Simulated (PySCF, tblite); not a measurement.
# C₄H₈N+: a rotation path, then NMR shifts and spin-spin couplings on frames, part 3 of 3

tblite 0.8.0 and PySCF 2.14.0. Atoms count from 0. The steps go on from the part before.

## (10) J couplings: image 6, B3LYP/pcJ-1

What the job is given:

```
{"job": {"kind": "j", "xc": "B3LYP", "basis": "pcJ-1"}, "charge": 1, "multiplicity": 1}
C      2.672200     0.333500    -0.097700
C      1.628000    -0.169200     0.200400
C      0.361900    -0.786100     0.540400
N     -0.691000    -0.403500    -0.464200
C     -1.489300     0.775000    -0.068100
H      3.599700     0.768800    -0.333900
H      0.480400    -1.873200     0.548900
H      0.046100    -0.459600     1.535300
H     -0.208500    -0.202400    -1.352100
H     -1.325300    -1.195200    -0.625800
H     -2.237300     0.995700    -0.828100
H     -1.999600     0.574300     0.872300
H     -0.841500     1.642200     0.054800
```

With the program's defaults for keys left out, this is: B3LYP/pcJ-1 indirect spin-spin coupling, non-relativistic, gas phase.

Output:

```text
coarse grid: 10368 points
cycle   1  E = -211.5890895775  dE =  7.584e-01  |g| = 4.563e-01  |ddm| = 2.915e+00
cycle   2  E = -211.5454212086  dE =  4.367e-02  |g| = 6.236e-01  |ddm| = 9.352e-01
cycle   3  E = -211.6351640610  dE = -8.974e-02  |g| = 1.795e-01  |ddm| = 5.386e-01
cycle   4  E = -211.6414905292  dE = -6.326e-03  |g| = 8.029e-02  |ddm| = 1.508e-01
cycle   5  E = -211.6429378511  dE = -1.447e-03  |g| = 1.665e-02  |ddm| = 5.023e-02
cycle   6  E = -211.6429924714  dE = -5.462e-05  |g| = 3.766e-03  |ddm| = 1.165e-02
cycle   7  E = -211.6429955476  dE = -3.076e-06  |g| = 7.301e-04  |ddm| = 3.030e-03
final grid: 98800 points
cycle   8  E = -211.6821663551  dE = -9.054e-05  |g| = 5.870e-03  |ddm| = 2.418e-02
cycle   9  E = -211.6821642903  dE =  2.065e-06  |g| = 6.545e-03  |ddm| = 7.939e-03
cycle  10  E = -211.6821741071  dE = -9.817e-06  |g| = 1.231e-03  |ddm| = 4.404e-03
cycle  11  E = -211.6821742532  dE = -1.460e-07  |g| = 9.307e-04  |ddm| = 1.268e-03
cycle  12  E = -211.6821744566  dE = -2.034e-07  |g| = 1.954e-04  |ddm| = 6.045e-04
cycle  13  E = -211.6821744649  dE = -8.300e-09  |g| = 2.823e-05  |ddm| = 1.228e-04
cycle  14  E = -211.6821744650  dE = -1.389e-10  |g| = 7.250e-06  |ddm| = 1.953e-05
converged SCF energy = -211.6821744650

Indirect spin-spin couplings (Hz)
  i      j    bonds     total        FC       PSO       DSO        SD
  0 C    1 C    1    206.446   198.058     8.288     0.100         -
  0 C    2 C    2     14.584    14.828    -0.100    -0.143         -
  0 C    3 N    3     -2.256    -2.191    -0.061     0.025    -0.028
  0 C    5 H    1    281.515   282.892    -1.736     0.359         -
  0 C    6 H    3      4.399     4.037     0.818    -0.456         -
  0 C    7 H    3      4.091     3.719     0.824    -0.453         -
  0 C    9 H    4      0.746     0.689     0.505    -0.447         -
  1 C    2 C    1     82.401    83.905    -1.727     0.223         -
  1 C    3 N    2      1.595     1.421     0.123    -0.013     0.063
  1 C    4 C    3      0.141     0.108     0.048    -0.015         -
  1 C    5 H    2     54.590    49.866     5.939    -1.214         -
  1 C    6 H    2    -12.130   -12.015     0.004    -0.119         -
  1 C    7 H    2    -11.429   -11.322    -0.000    -0.106         -
  1 C    8 H    3      5.776     5.640    -0.192     0.328         -
  1 C    9 H    3      6.733     6.758     0.453    -0.478         -
  1 C   10 H    4     -0.313    -0.330     0.292    -0.275         -
  1 C   11 H    4     -0.159    -0.172     0.200    -0.187         -
  2 C    3 N    1     -5.623    -3.828    -0.637    -0.089    -1.068
  2 C    4 C    2     -0.397    -0.235    -0.144    -0.018         -
  2 C    5 H    3      3.845     3.890     0.450    -0.496         -
  2 C    6 H    1    157.442   156.529     0.100     0.814         -
  2 C    7 H    1    160.169   159.299     0.015     0.854         -
  2 C    8 H    2     -3.564    -3.751     0.433    -0.246         -
  2 C    9 H    2     -1.948    -2.027     0.387    -0.308         -
  2 C   10 H    3     11.209    11.238     0.474    -0.503         -
  2 C   11 H    3      3.197     3.184     0.020    -0.007         -
  2 C   12 H    3      2.264     2.281    -0.003    -0.014         -
  3 N    4 C    1     -5.550    -4.134    -0.385    -0.075    -0.956
  3 N    5 H    4      2.066     2.070    -0.108     0.112    -0.009
  3 N    6 H    2     -0.837    -0.800    -0.136     0.066     0.033
  3 N    7 H    2     -0.388    -0.262    -0.182     0.057    -0.001
  3 N    8 H    1    -80.183   -78.521    -1.323    -0.324    -0.014
  3 N    9 H    1    -78.532   -76.745    -1.473    -0.306    -0.009
  3 N   10 H    2     -0.747    -0.683    -0.191     0.096     0.031
  3 N   11 H    2     -0.027     0.041    -0.161     0.084     0.008
  3 N   12 H    2      0.045     0.106    -0.147     0.080     0.006
  4 C    6 H    3      5.457     5.490     0.453    -0.485         -
  4 C    7 H    3      6.064     5.996    -0.047     0.115         -
  4 C    8 H    2     -3.314    -3.421     0.487    -0.380         -
  4 C    9 H    2     -3.324    -3.379     0.458    -0.404         -
  4 C   10 H    1    150.644   149.672     0.393     0.579         -
  4 C   11 H    1    152.797   151.831     0.351     0.615         -
  4 C   12 H    1    154.609   153.692     0.295     0.622         -
  5 H    6 H    4     -3.942    -3.870     1.538    -1.610         -
  5 H    7 H    4     -3.609    -3.542     1.525    -1.592         -
  5 H    8 H    5      0.174     0.274     0.489    -0.589         -
  5 H    9 H    5     -0.223    -0.123     1.366    -1.467         -
  6 H    7 H    2    -18.776   -18.819     2.418    -2.374         -
  6 H    8 H    3      0.435     0.606     1.555    -1.726         -
  6 H    9 H    3      7.793     7.856    -0.385     0.322         -
  6 H   10 H    4      1.890     1.952     1.800    -1.862         -
  6 H   11 H    4     -0.330    -0.238     1.049    -1.141         -
  6 H   12 H    4     -0.382    -0.293     1.865    -1.953         -
  7 H    8 H    3      9.970    10.056     3.195    -3.280         -
  7 H    9 H    3      0.264     0.442     1.709    -1.888         -
  7 H   11 H    4     -0.458    -0.530    -1.527     1.600         -
  7 H   12 H    4     -0.257    -0.196    -0.402     0.341         -
  8 H    9 H    2    -14.535   -14.538     4.002    -3.999         -
  8 H   10 H    3      2.588     2.761     0.579    -0.752         -
  8 H   11 H    3     15.552    15.636     3.556    -3.640         -
  8 H   12 H    3      3.703     3.861     0.453    -0.611         -
  9 H   10 H    3      3.089     3.271     0.499    -0.681         -
  9 H   11 H    3      3.150     3.336     0.653    -0.839         -
  9 H   12 H    3     16.090    16.185     3.577    -3.673         -
 10 H   11 H    2    -15.525   -15.482     2.765    -2.808         -
 10 H   12 H    2    -15.401   -15.364     2.775    -2.812         -
 11 H   12 H    2    -14.816   -14.787     2.707    -2.736         -
```

Wall time 23 s (1 thread of Arm Neoverse V1, shared host); peak memory 1 GiB.

Key values: J(C0,H5) 281.5 Hz, J(C0,C1) 206.4 Hz, J(C2,H6) 158.8 Hz (means over like pairs).

## (11) Nuclear shieldings: image 8, PBE0/pcSseg-1

What the job is given:

```
{"job": {"kind": "nmr", "xc": "PBE0", "basis": "pcSseg-1", "pop": false}, "charge": 1, "multiplicity": 1}
C      2.474100     0.558300     0.016300
C      1.510800    -0.117200     0.233400
C      0.338600    -0.930900     0.483200
N     -0.782300    -0.517500    -0.419200
C     -1.278800     0.842600    -0.125500
H      3.331500     1.139900    -0.159300
H      0.579100    -1.982500     0.303200
H      0.017300    -0.813500     1.521900
H     -0.439900    -0.545500    -1.388800
H     -1.554500    -1.189600    -0.336800
H     -2.060300     1.122800    -0.828400
H     -1.683100     0.880800     0.884500
H     -0.456800     1.552700    -0.202300
```

Method: GIAO PBE0/pcSseg-1 NMR shielding, non-relativistic, gas phase.

Output:

```text
coarse grid: 10368 points
cycle   1  E = -211.2969773009  dE =  8.445e-01  |g| = 4.382e-01  |ddm| = 3.168e+00
cycle   2  E = -211.2652573708  dE =  3.172e-02  |g| = 5.864e-01  |ddm| = 9.793e-01
cycle   3  E = -211.3445246946  dE = -7.927e-02  |g| = 1.451e-01  |ddm| = 4.937e-01
cycle   4  E = -211.3485826625  dE = -4.058e-03  |g| = 6.931e-02  |ddm| = 1.362e-01
cycle   5  E = -211.3496903811  dE = -1.108e-03  |g| = 1.167e-02  |ddm| = 4.456e-02
cycle   6  E = -211.3497183380  dE = -2.796e-05  |g| = 2.783e-03  |ddm| = 1.101e-02
cycle   7  E = -211.3497200873  dE = -1.749e-06  |g| = 5.242e-04  |ddm| = 2.473e-03
final grid: 98800 points
cycle   8  E = -211.3780664016  dE = -3.408e-05  |g| = 6.719e-03  |ddm| = 3.304e-02
cycle   9  E = -211.3780662776  dE =  1.240e-07  |g| = 6.911e-03  |ddm| = 1.043e-02
cycle  10  E = -211.3780774010  dE = -1.112e-05  |g| = 1.073e-03  |ddm| = 5.064e-03
cycle  11  E = -211.3780776341  dE = -2.331e-07  |g| = 4.082e-04  |ddm| = 9.251e-04
cycle  12  E = -211.3780776715  dE = -3.741e-08  |g| = 1.316e-04  |ddm| = 3.154e-04
cycle  13  E = -211.3780776754  dE = -3.820e-09  |g| = 2.478e-05  |ddm| = 9.162e-05
cycle  14  E = -211.3780776755  dE = -1.219e-10  |g| = 5.791e-06  |ddm| = 2.014e-05
converged SCF energy = -211.3780776755

GIAO shielding tensors (ppm)
atom      isotropic    diamagn.    paramagn.     s11        s22        s33       span
  0 C       87.786     255.621    -167.835      6.589     21.308    235.460    228.871
  1 C      116.482     263.979    -147.497     24.546     30.116    294.784    270.238
  2 C      141.990     247.588    -105.598    122.221    127.529    176.220     53.999
  3 N      199.542     321.588    -122.047    180.957    201.731    215.936     34.979
  4 C      151.152     248.333     -97.181    125.954    139.036    188.466     62.512
  5 H       28.628      32.525      -3.897     23.791     23.926     38.165     14.374
  6 H       27.108      26.006       1.103     21.578     26.195     33.552     11.974
  7 H       27.503      27.811      -0.308     22.939     26.523     33.048     10.109
  8 H       27.148      30.642      -3.494     21.267     23.739     36.438     15.170
  9 H       26.891      28.931      -2.040     19.604     23.455     37.613     18.009
 10 H       28.250      27.188       1.062     23.759     25.446     35.545     11.785
 11 H       28.666      28.516       0.150     24.673     26.009     35.316     10.642
 12 H       27.536      29.368      -1.831     22.522     27.922     32.166      9.645
```

Run time: 7.6 s. Hardware: 1 thread of Arm Neoverse V1, shared host; peak memory 0.59 GiB.

In short: δ C0 99.1, C1 70.4, C2 44.9, C4 35.8, H9 4.83, H6 4.61 ppm.

## (12) J couplings: image 8, B3LYP/pcJ-1

The job, as its differences from that of step 11:

```diff
@@ -1,2 +1,2 @@
-{"job": {"kind": "nmr", "xc": "PBE0", "basis": "pcSseg-1", "pop": false}, "charge": 1, "multiplicity": 1}
+{"job": {"kind": "j", "xc": "B3LYP", "basis": "pcJ-1"}, "charge": 1, "multiplicity": 1}
 C      2.474100     0.558300     0.016300
```

Method: B3LYP/pcJ-1 indirect spin-spin coupling, non-relativistic, gas phase.

Output:

```text
coarse grid: 10368 points
cycle   1  E = -211.5899891084  dE =  7.695e-01  |g| = 4.573e-01  |ddm| = 2.917e+00
cycle   2  E = -211.5484917626  dE =  4.150e-02  |g| = 6.172e-01  |ddm| = 9.469e-01
cycle   3  E = -211.6360689732  dE = -8.758e-02  |g| = 1.810e-01  |ddm| = 5.463e-01
cycle   4  E = -211.6425101251  dE = -6.441e-03  |g| = 8.034e-02  |ddm| = 1.527e-01
cycle   5  E = -211.6439581276  dE = -1.448e-03  |g| = 1.648e-02  |ddm| = 5.034e-02
cycle   6  E = -211.6440115648  dE = -5.344e-05  |g| = 3.874e-03  |ddm| = 1.178e-02
cycle   7  E = -211.6440148181  dE = -3.253e-06  |g| = 7.011e-04  |ddm| = 3.076e-03
final grid: 98800 points
cycle   8  E = -211.6842581130  dE = -9.236e-05  |g| = 5.756e-03  |ddm| = 2.322e-02
cycle   9  E = -211.6842569211  dE =  1.192e-06  |g| = 6.173e-03  |ddm| = 7.925e-03
cycle  10  E = -211.6842657889  dE = -8.868e-06  |g| = 8.521e-04  |ddm| = 4.148e-03
cycle  11  E = -211.6842657983  dE = -9.382e-09  |g| = 8.045e-04  |ddm| = 9.971e-04
cycle  12  E = -211.6842659452  dE = -1.468e-07  |g| = 1.970e-04  |ddm| = 5.420e-04
cycle  13  E = -211.6842659540  dE = -8.831e-09  |g| = 3.174e-05  |ddm| = 1.279e-04
cycle  14  E = -211.6842659542  dE = -1.827e-10  |g| = 7.052e-06  |ddm| = 2.062e-05
converged SCF energy = -211.6842659542

Indirect spin-spin couplings (Hz)
  i      j    bonds     total        FC       PSO       DSO        SD
  0 C    1 C    1    206.400   198.040     8.257     0.103         -
  0 C    2 C    2     14.468    14.665    -0.054    -0.142         -
  0 C    3 N    3     -1.965    -1.995     0.051     0.026    -0.048
  0 C    5 H    1    280.810   282.176    -1.732     0.366         -
  0 C    6 H    3      4.184     3.804     0.837    -0.457         -
  0 C    7 H    3      4.112     3.733     0.832    -0.452         -
  0 C    9 H    4      1.166     1.097     0.562    -0.494         -
  1 C    2 C    1     83.121    84.641    -1.747     0.227         -
  1 C    3 N    2      1.589     1.462     0.068    -0.013     0.071
  1 C    4 C    3      1.009     1.007    -0.016     0.019         -
  1 C    5 H    2     54.615    49.872     5.952    -1.209         -
  1 C    6 H    2    -11.569   -11.448    -0.005    -0.116         -
  1 C    7 H    2    -11.200   -11.093     0.001    -0.107         -
  1 C    8 H    3      2.875     2.767    -0.040     0.148         -
  1 C    9 H    3      9.245     9.269     0.525    -0.549         -
  1 C   10 H    4     -0.243    -0.254     0.293    -0.282         -
  2 C    3 N    1     -5.436    -3.884    -0.451    -0.090    -1.011
  2 C    4 C    2     -0.469    -0.304    -0.149    -0.016         -
  2 C    5 H    3      3.817     3.853     0.459    -0.495         -
  2 C    6 H    1    157.064   156.133     0.110     0.821         -
  2 C    7 H    1    158.987   158.084     0.048     0.854         -
  2 C    8 H    2     -3.438    -3.563     0.393    -0.268         -
  2 C    9 H    2     -1.720    -1.808     0.391    -0.303         -
  2 C   10 H    3     10.337    10.370     0.481    -0.514         -
  2 C   11 H    3      2.353     2.335     0.034    -0.017         -
  2 C   12 H    3      2.813     2.810     0.007    -0.004         -
  3 N    4 C    1     -5.991    -4.627    -0.341    -0.076    -0.946
  3 N    5 H    4      1.883     1.854    -0.093     0.117     0.005
  3 N    6 H    2     -0.694    -0.666    -0.130     0.067     0.036
  3 N    7 H    2     -0.386    -0.307    -0.145     0.056     0.010
  3 N    8 H    1    -80.240   -78.521    -1.384    -0.323    -0.012
  3 N    9 H    1    -79.075   -77.285    -1.469    -0.310    -0.011
  3 N   10 H    2     -0.948    -0.895    -0.177     0.096     0.028
  3 N   11 H    2     -0.251    -0.196    -0.147     0.082     0.010
  3 N   12 H    2      0.314     0.401    -0.159     0.069     0.003
  4 C    5 H    5     -0.150    -0.120     0.164    -0.194         -
  4 C    6 H    3      7.055     7.090     0.506    -0.541         -
  4 C    7 H    3      3.151     3.096     0.052     0.003         -
  4 C    8 H    2     -3.195    -3.295     0.476    -0.376         -
  4 C    9 H    2     -3.067    -3.121     0.465    -0.410         -
  4 C   10 H    1    151.476   150.493     0.388     0.594         -
  4 C   11 H    1    151.859   150.869     0.358     0.633         -
  4 C   12 H    1    154.885   153.975     0.251     0.659         -
  5 H    6 H    4     -3.694    -3.627     1.547    -1.614         -
  5 H    7 H    4     -3.595    -3.530     1.540    -1.605         -
  5 H    9 H    5     -0.217    -0.120     1.491    -1.587         -
  6 H    7 H    2    -18.078   -18.118     2.451    -2.411         -
  6 H    8 H    3      1.701     1.850     0.619    -0.768         -
  6 H    9 H    3      3.524     3.656     0.213    -0.344         -
  6 H   10 H    4      2.590     2.644     1.887    -1.942         -
  6 H   11 H    4     -0.323    -0.235     1.563    -1.652         -
  6 H   12 H    4     -0.430    -0.328     1.817    -1.919         -
  7 H    8 H    3     14.127    14.194     3.499    -3.566         -
  7 H    9 H    3      1.365     1.523     0.719    -0.877         -
  7 H   10 H    4     -0.335    -0.251     1.671    -1.756         -
  7 H   11 H    4     -0.253    -0.300    -1.359     1.407         -
  7 H   12 H    4     -0.290    -0.171     0.317    -0.436         -
  8 H    9 H    2    -13.805   -13.810     4.087    -4.081         -
  8 H   10 H    3      3.088     3.260     0.482    -0.655         -
  8 H   11 H    3     15.365    15.449     3.568    -3.652         -
  8 H   12 H    3      2.921     3.086     0.504    -0.668         -
  9 H   10 H    3      2.437     2.630     0.652    -0.845         -
  9 H   11 H    3      3.328     3.513     0.571    -0.755         -
  9 H   12 H    3     15.535    15.623     3.572    -3.660         -
 10 H   11 H    2    -15.222   -15.189     2.780    -2.813         -
 10 H   12 H    2    -15.409   -15.388     2.735    -2.756         -
 11 H   12 H    2    -15.414   -15.397     2.595    -2.611         -
```

Wall time 23 s (1 thread of Arm Neoverse V1, shared host); peak memory 0.84 GiB.

This run: J(C0,H5) 280.8 Hz, J(C0,C1) 206.4 Hz, J(C2,H6) 158.0 Hz (means over like pairs).

## (13) Side by side: NMR shifts

Shifts (ppm) of some atoms, chosen among heavy atoms and hydrogens apart, with basis size and wall time:

| frame | C0 | C1 | C2 | C4 | H9 | H12 | N3 | functions | time |
| --- | --- | --- | --- | --- | --- | --- | --- | --- | --- |
| image 0 | 98.1 | 70.8 | 45.5 | 36.5 | 4.80 | 3.32 | 73.5 | 125 | 7.8 s |
| image 2 | 98.5 | 71.6 | 45.7 | 37.4 | 5.20 | 3.34 | 73.4 | 125 | 7.4 s |
| image 4 | 98.9 | 72.5 | 46.1 | 38.4 | 5.33 | 3.54 | 72.5 | 125 | 7.6 s |
| image 6 | 98.3 | 72.0 | 46.0 | 37.8 | 5.10 | 3.83 | 71.6 | 125 | 7.6 s |
| image 8 | 99.1 | 70.4 | 44.9 | 35.8 | 4.83 | 4.18 | 68.2 | 125 | 7.6 s |

## (14) Comparing the runs: spin-spin couplings

Couplings (Hz), each a mean over the pairs like the one named, with basis size and wall time:

```
  frame  C0–H5  C0–C1  C2–H6  C4–H10  C1–C2  N3–H8  C1–H5  functions  time
image 0  281.3  206.5  159.1   152.1   81.8  -80.6   54.6        215  23 s
image 2  281.4  206.4  159.7   152.2   81.5  -80.3   54.5        215  23 s
image 4  281.6  206.4  159.5   152.5   81.9  -79.6   54.5        215  23 s
image 6  281.5  206.4  158.8   152.7   82.4  -79.4   54.6        215  23 s
image 8  280.8  206.4  158.0   152.7   83.1  -79.7   54.6        215  23 s
```

## (15) Results

This closing draws on all 3 parts.

| quantity | value |
| --- | --- |
| barrier | 0.095 eV (2.2 kcal/mol) at image 4 |
| end to end (GFN2-xTB) | 0.007 eV |
| ¹³C shifts against TMS (PBE0/pcSseg-1, image 0) | 98.1, 70.8, 45.5, 36.5 ppm |
| ¹H shifts against TMS (PBE0/pcSseg-1, image 0) | 4.80, 4.80, 4.34, 4.34, 3.56, 3.32, 3.32, 3.04 ppm |
| ¹⁵N shifts against NH3 (PBE0/pcSseg-1, image 0) | 73.5 ppm |
| largest coupling of the table (B3LYP/pcJ-1, image 0) | ¹J(C,H) C0–H5, 281.3 Hz |
| range of the shift of N3 | 68.2 to 73.5 ppm |
| range of J(C0,H5), mean over like pairs | 280.8 to 281.6 Hz |

Along the band the dihedral turns by 114°, and the top (dihedral 238°) lies 2.2 kcal/mol above the start (GFN2-xTB, rough), so at room temperature this motion is fast. Ends this close can change order at a higher level. The top was not checked by a frequency run. Shifts at one fixed geometry are not the observed spectrum, which averages over the motion. In the first frame run (image 0): The largest span, 272 ppm, is at C1, where the paramagnetic term is -143 ppm. In the run at B3LYP/pcJ-1, the largest coupling of the table is C0–H5, 281.3 Hz, of which the Fermi-contact term gives 282.7 Hz. In ppm, N3 moves most: its shift spreads over 5.3 ppm, from 68.2 (image 8) to 73.5 (image 0). The coupling C0–H5, as a mean over pairs of its kind, runs from 280.8 Hz (image 8) to 281.6 Hz (image 4).
